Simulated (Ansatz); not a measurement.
# PN: basis-set convergence

One table from this session's results is given with a row withheld; the runs are named, their logs left out.

Computed with Ansatz 0.2.0, Gaussian basis. Level: one geometry, several basis sets.

Levels to be run: PBE0-D4/def2-SVP; ωB97M-V/def2-SVP; PBE0-D4/def2-QZVPP; ωB97M-V/def2-QZVPP; CCSD(T)/cc-pV(D+d)Z; CCSD(T)/cc-pV(T+d)Z; CCSD(T)/cc-pV(Q+d)Z; the functionals' def2-TZVPP values are taken from earlier runs.

### Structure used throughout

An earlier PBE0-D4 in a triple-zeta def2 set relaxation fixed the geometry.

SMILES `N#P`, 2 atoms, charge 0, spin multiplicity 1.

Atoms are counted from 1 here; the program's logs count them from 0.

Bond lengths: N1–P2 1.479 Å.

As a file:

| atom | x (Å) | y (Å) | z (Å) |
| --- | --- | --- | --- |
| N1 | 0.0000 | 0.0000 | 0.0057 |
| P2 | 0.0000 | 0.0000 | 1.4851 |

Set-up of the first run:

Input file in.yaml:

```yaml
crystal:
  periodic: [false, false, false]
  atoms:
    - {symbol: N, position_ang: [-0.000000, -0.000000, 0.005728]}
    - {symbol: P, position_ang: [0.000000, 0.000000, 1.485138]}
basis:
  gaussian: {orbitals: def2-SVP}
hamiltonian: {xc: pbe0, dispersion: d4}
output: {orbitals: {seedname: orbitals}}
```

Run with:

```
$ ansatz run in.yaml --threads 2 --pin off --events-out ev --progress --plain --max-ram 22528MiB --backend cpu
```

Steps of the session up to this table: PBE0-D4 in def2-SVP; ωB97M-V in def2-SVP; PBE0-D4 in def2-QZVPP; ωB97M-V in def2-QZVPP.

One of the session's tables, all rows but one given; the rest of the session is left out.

It belongs to the step «Functionals by basis». 

```
functional       basis  HOMO (eV)  LUMO (eV)
   PBE0-D4    def2-SVP      -9.15      -2.02
   PBE0-D4  def2-TZVPP      -9.25      -2.31
   PBE0-D4  def2-QZVPP      -9.29      -2.38
   ωB97M-V    def2-SVP          ?          ?
   ωB97M-V  def2-TZVPP     -11.60      -0.04
   ωB97M-V  def2-QZVPP     -11.65      -0.18
```

Q: Estimate the row for ωB97M-V, def2-SVP from the others.

The run gave: HOMO (eV): -11.47; LUMO (eV): 0.38. In the column «HOMO (eV)» it lies between ωB97M-V, def2-TZVPP (-11.60) and PBE0-D4, def2-QZVPP (-9.29).
